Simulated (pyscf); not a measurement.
PySCF, gas phase, ωB97X-D3(BJ)/def2-SVP geometries. MP2 and CC: frozen core, UHF for open shells. ΔMP2 is the change of the MP2 total energy from the triple- to the quadruple-zeta basis.

### Question
What is the homolytic dissociation enthalpy (298 K, CCSD(T)/def2-TZVPP + ΔMP2(QZVPP)) of the C–Cl bond of H₂C=CH–CH(Cl)–Cl, to •H₂C–CH=CH–Cl + Cl•?

### Answer
C–Cl to •H₂C–CH=CH–Cl + Cl•: 66.4 kcal/mol. The radicals are drawn with the spin at the cut bond; how far it spreads was not checked. H₂C=CH–CH(Cl)–Cl lies 5.5 kcal/mol over its isomer H₃C–C(Cl)=CH–Cl, and others may lie lower still (electronic energy, ωB97M-D3(BJ)). Other isomers of •H₂C–CH=CH–Cl were not searched in full and may lie lower. The CCSD(T) − MP2 part came from Ansatz, without density fitting, on the same reference. A UHF reference is spin-contaminated (<S²> up to 0.97), which harms MP2 most. Left out: the spin-orbit lowering of Cl.
